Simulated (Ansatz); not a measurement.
# C2H5FS: the cost of one run

Program: Ansatz 0.2.0 through its Python package. Level of theory: PBE+D4/def2-SVP. These are calculated values, not measurements.

### 1 The structure

Bond lengths: C1–C2 1.472 Å, C2–F3 1.329 Å, C2–S4 1.741 Å, C1–H5 1.148 Å, C1–H6 1.145 Å, C1–H7 1.087 Å, C2–H8 1.088 Å, S4–H9 1.363 Å. Angles: C1–C2–F3 107.1°, C1–C2–S4 113.6°, C1–C2–H8 109.0°, F3–C2–S4 107.1°, F3–C2–H8 107.0°, S4–C2–H8 112.7°, C2–C1–H5 112.2°, C2–C1–H6 112.8°, C2–C1–H7 114.4°, H5–C1–H6 104.0°, H5–C1–H7 107.3°, H6–C1–H7 105.3°, C2–S4–H9 99.8°.

c2h5fs.xyz, read by the script:

```xyz
9

C     0.17910    0.54670   -0.73090
C     0.19130   -0.65460    0.12040
F     1.21390   -0.52790    0.96030
S    -1.24460   -0.83690    1.08740
H    -0.69460    0.54250   -1.47610
H     0.03090    1.51230   -0.13450
H     1.09030    0.70000   -1.30280
H     0.39410   -1.52550   -0.49900
H    -1.07190    0.19710    1.95810
```

### 2 The script

Input file c2h5fs_scan.py:

```python
# -*- coding: utf-8 -*-
"""Stretching a bond of C2H5FS, the rest held rigid."""

import ansatz as az
import numpy as np

c2h5fs = az.Crystal.molecule_from_extxyz("c2h5fs.xyz")

symbols = [site.symbol for site in c2h5fs.cartesian_sites]
start = np.array([site.position_ang for site in c2h5fs.cartesian_sites])
axis = (start[0] - start[1]) / np.linalg.norm(start[0] - start[1])
moving = [0, 4, 5, 6]
lengths, energies = [1.296, 1.355, 1.414, 1.472, 1.531, 1.59, 1.649, 1.737], []
for length in lengths:
    xyz = start.copy()
    xyz[moving] += (length - np.linalg.norm(start[0] - start[1])) * axis
    point = az.Crystal.molecule()
    for symbol, place in zip(symbols, xyz):
        point = point.atom(symbol, place.tolist())
    setup = (
        point.calculation()
        .basis(gaussian="def2-SVP")
        .functional("PBE", dispersion="d4")
    )
    summary = setup.run().report
    energies.append(summary["free_energy_ev"])
    print(f"r = {length:6.3f} A  E = {energies[-1]:.5f} eV  <S^2> = {abs(summary['mean_field']['state']['spin_squared']):.3f}")

# quartic fit about the minimum
fit = np.polynomial.Polynomial.fit(lengths, np.array(energies) - min(energies), 4).convert()
roots = [r.real for r in fit.deriv().roots() if abs(r.imag) < 1e-9 and fit.deriv(2)(r.real) > 0]
r_e = min(roots, key=lambda r: abs(r - lengths[int(np.argmin(energies))]))
print(f"minimum of the fit at {r_e:.4f} A, force constant {fit.deriv(2)(r_e):.2f} eV/A^2")
```

### 3 What the engine is handed

The package turns the script's settings into the engine's input (first run):

```yaml
crystal:
  periodic: [false, false, false]
  atoms:
    - { symbol: C, position_ang: [0.18056166436298876, 0.40277398366734496, -0.6289069776875142] }
    - { symbol: C, position_ang: [0.1913, -0.6546, 0.1204] }
    - { symbol: F, position_ang: [1.2139, -0.5279, 0.9603] }
    - { symbol: S, position_ang: [-1.2446, -0.8369, 1.0874] }
    - { symbol: H, position_ang: [-0.6931383356370112, 0.398573983667345, -1.374106977687514] }
    - { symbol: H, position_ang: [0.032361664362988755, 1.368373983667345, -0.032506977687514205] }
    - { symbol: H, position_ang: [1.0917616643629888, 0.556073983667345, -1.200806977687514] }
    - { symbol: H, position_ang: [0.3941, -1.5255, -0.499] }
    - { symbol: H, position_ang: [-1.0719, 0.1971, 1.9581] }
basis:
  gaussian:
    orbitals: def2-SVP
hamiltonian:
  xc: pbe
  dispersion: d4
```

### 4 Launch

The run is started by

```sh
python c2h5fs_scan.py
```

Q: Estimate wall time and peak memory on 1 thread of Arm Neoverse V2, shared host.

About 12 s, with a peak of 0.19 GiB.
